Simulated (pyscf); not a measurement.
Single points on ωB97X-D3(BJ)/def2-SVP structures (PySCF, gas phase). MP2 and CC: frozen core, UHF for open shells. ΔMP2 is the change of the MP2 total energy from the triple- to the quadruple-zeta basis.

Estimate by transition-state theory (the high-pressure limit) the rate constant of H₃C–SiH₂–CH₃ → CH₄ + H₃C–SiH: [singlet] (singlet surface; C–Si, H–Si broken, C–H formed) at 1200 K, with CCSD(T)/def2-TZVPP + ΔMP2(QZVPP) energies (ideal gas, 1 atm, RRHO with modes under 100 cm⁻¹ raised to 100, one conformer, R ln 2 for chiral ones without a mode under 150 cm⁻¹; no tunnelling).

The electronic barrier is 75.7 kcal/mol and the thermal terms add -4.1, so ΔG‡ = 71.6 kcal/mol. With k_BT/h = 2.50e+13 s⁻¹ and RT = 2.385 kcal/mol, k = 2.3e+00 s⁻¹, a half-life of 3.0e-01 s through this channel alone. Wigner's tunnelling factor for 1340i cm⁻¹ would be 1.11. A shift of 1 kcal/mol in the barrier changes k by a factor 1.5. This is the saddle that the search found; another between the same sides may lie lower. The CCSD(T) − MP2 part came from Ansatz, without density fitting, on the same reference.
